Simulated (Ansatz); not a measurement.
# Pulling the pair apart

The pair of HCl (SMILES Cl, atoms 1–2) and SO₂ (SMILES O=S=O, atoms 3–5), both closed shells, in one local arrangement (a lower one may exist), relaxed at PBE0-D4/def2-TZVP:

| atom | x (Å) | y (Å) | z (Å) |
| --- | --- | --- | --- |
| Cl1 | 0.2623 | 0.0802 | -2.6224 |
| H2 | -0.1134 | -0.2053 | -1.4261 |
| O3 | -0.6928 | -0.6295 | 0.5041 |
| S4 | -0.2460 | -0.1144 | 1.7677 |
| O5 | 0.7898 | 0.8690 | 1.7768 |

SO₂ is shifted rigidly along the line between the mean atom positions of the two fragments (negative: closer). Counterpoise interaction energies in kcal/mol. Computed with Ansatz 0.2.0 (basis: def2-TZVPPD); correlated methods freeze the cores.

| shift (Å) | r2SCAN-D4 | MP2 | PBE0-D4 |
| --- | --- | --- | --- |
| -0.33 | -1.50 | -0.89 | -1.70 |
| -0.17 | -2.50 | -2.16 | -2.71 |
| 0.00 | -2.78 | -2.60 | -2.99 |
| 0.17 | -2.69 | -2.62 | -2.90 |
| 0.40 | -2.33 | -2.32 | -2.53 |
| 0.84 | -1.58 | -1.62 | -1.75 |
| 1.67 | -0.74 | -0.76 | -0.82 |
| 3.35 | -0.23 | -0.23 | -0.26 |

What does CCSD(T) give at these shifts? (An estimate is asked for; the value comes from the calculation.)

The calculation gives: -0.37, -1.82, -2.39, -2.48, -2.25, -1.59, -0.75, -0.24 kcal/mol. For zero shift, CCSD(T) at an estimated basis limit (MP2 extrapolated from triple and quadruple zeta, plus CCSD(T) − MP2 in triple zeta) gives -2.72 kcal/mol. These are counterpoise interaction energies, counted from the two frozen fragments.

No T1 diagnostic of these runs exceeds 0.019. The restricted Hartree–Fock reference is unstable towards an unrestricted one here.

For scale, one of the runs: CCSD(T)/def2-TZVPPD, 199 basis functions, launched by `ansatz run in.yaml --threads 4 --pin off --events-out ev --progress --plain --max-ram 9574MiB`. Hardware: 4 CPU threads of an Arm Neoverse V1, shared host. Wall time 42 s; peak host memory 2.3 GiB.
